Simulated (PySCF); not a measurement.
**Identify the compound**

The spectra below were simulated for a compound C4H7F.

¹H NMR (300 MHz, computed): δ 6.58 (d of sept, J = 92.9, 2.1 Hz, 1H), 1.71 (dd, J = 4.6, 2.1 Hz, 3H), 1.57 (dd, J = 5.3, 2.1 Hz, 3H).

¹³C{¹H} NMR (computed): δ 151.6 (CH, d, J = 328.1 Hz), 119.9 (C, d, J = 5.1 Hz), 19.3 (CH3, d, J = 3.2 Hz), 15.3 (CH3, d, J = 6.8 Hz).

How the numbers were obtained: J couplings at B3LYP/pcJ-1 (spin–dipole term only in couplings to heteroatoms), geometry from PBE0-D3(BJ)/def2-SVP, NMR shieldings at PBE0/pcSseg-1/GIAO, in PySCF (rapidly exchanging positions averaged, gas phase, non-relativistic Hamiltonian, a single conformation).

δ = σ(ref) − σ, references computed at the same level: ¹H, ¹³C against TMS.

Q: Which of these isomers gave the spectra?
A. CC(C)=CF
B. C/C=C(/C)F
C. CC/C=C/F
D. FC1CCC1

A: A. 

1. The formula gives 1 degree of unsaturation (no ring in the answer).
2. 4 carbon signals for 4 carbons: no two carbons are equivalent.
3. Carbon types of the structure: 1 × C, 1 × CH, 2 × CH3, which accounts for all hydrogens.
4. δC 151.6: alkene CH; the olefinic region.
5. δC 119.9: fully substituted alkene carbon; the olefinic region.
6. δC 19.3, 15.3: allylic methyl carbon; a saturated carbon with 1 carbon neighbour and no heteroatom attached.
7. δH 6.58: hydrogen on an alkene CH; a vinylic proton, deshielded by the sp2 carbon and the C=C anisotropy.
8. δH 1.71, 1.57: hydrogen on an allylic methyl carbon; allylic position.

The others: C/C=C(/C)F has carbons computed at 164.7, 106.7, 20.3, 11.4; FC1CCC1 would give 3 carbon signals, not 4; CC/C=C/F would give 4 signals for carbon-bound and other non-exchanging H, not 3.

Common functionals overestimate the size of one-bond C–F couplings by tens of Hz; these are unscaled. Splittings below 1 Hz are ignored in the labels, and close J values are merged. Shifts are as computed. Against solution values, carbons near 30 ppm lie about +2 ppm off and those near 130 ppm about +5 ppm. Of 1211 compounds with measured shifts, 218 miss one by over three times the rms of a fit or turn the order of signals round; such compounds aren't used in these exercises.
